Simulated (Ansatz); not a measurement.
Level of theory: frozen-core CCSD(T)/cc-pVTZ in Ansatz (a program for electronic structure).

Ansatz 0.2 input:
```yaml
crystal:
  periodic: [false, false, false]
  atoms:
    - { symbol: Cl, position_ang: [0.0, 0.0, 0.0] }
basis:
  gaussian: { orbitals: cc-pVTZ }
correlation:
  method: ccsd_t
magnetization:
  spin_polarized: true
  initial_magnetization: 1
```

Output:

```
Functional definition: HF
196 factors; integrals over basis functions are off by at most 1.5e-4 eV
mean field evaluation 1: about -12503.0172 eV, gradient 5.7e0 eV
mean field evaluation 2: about -12503.0196 eV, gradient 5.7e0 eV
mean field evaluation 4: about -12503.2315 eV, gradient 5.2e-1 eV
mean field evaluation 8: about -12503.2356 eV, gradient 4.2e-3 eV
mean field evaluation 16: about -12503.2330 eV, gradient 5.9e-1 eV
mean field evaluation 32: about -12503.2356 eV, gradient 2.6e-3 eV
mean field evaluation 64: about -12503.2356 eV, gradient 4.0e-3 eV
mean field -12503.23561632 eV, -459.4854339022 hartree, gradient 3.9e-6 eV, S^2 0.759299; 4 other end points of the search recorded, 0 dependent functions left out
5 core orbitals not correlated
reference -12503.23561632 eV, -459.4854339022 hartree; 4, 3 occupied and 25, 26 virtual orbitals, 196 factors
second order -4.29743940 eV of doubles, -0.00000000 eV of singles
cycle   1  -4.78249330 eV  change   -4.9e-1 eV  update   3.8e-2
cycle   2  -4.91513560 eV  change   -1.3e-1 eV  update   1.2e-2
cycle   3  -4.92155891 eV  change   -6.4e-3 eV  update   2.6e-3
cycle   4  -4.92111160 eV  change    4.5e-4 eV  update   3.9e-4
cycle   5  -4.92107844 eV  change    3.3e-5 eV  update   9.5e-5
cycle   6  -4.92110391 eV  change   -2.5e-5 eV  update   2.7e-5
cycle   7  -4.92110386 eV  change    5.2e-8 eV  update   7.2e-6
perturbative correction -0.15039659 eV, -0.0055269728 hartree
Total energy: -12508.30711677 eV, -459.6718081062 hartree
```

Cost: roughly 1.2 core-seconds.
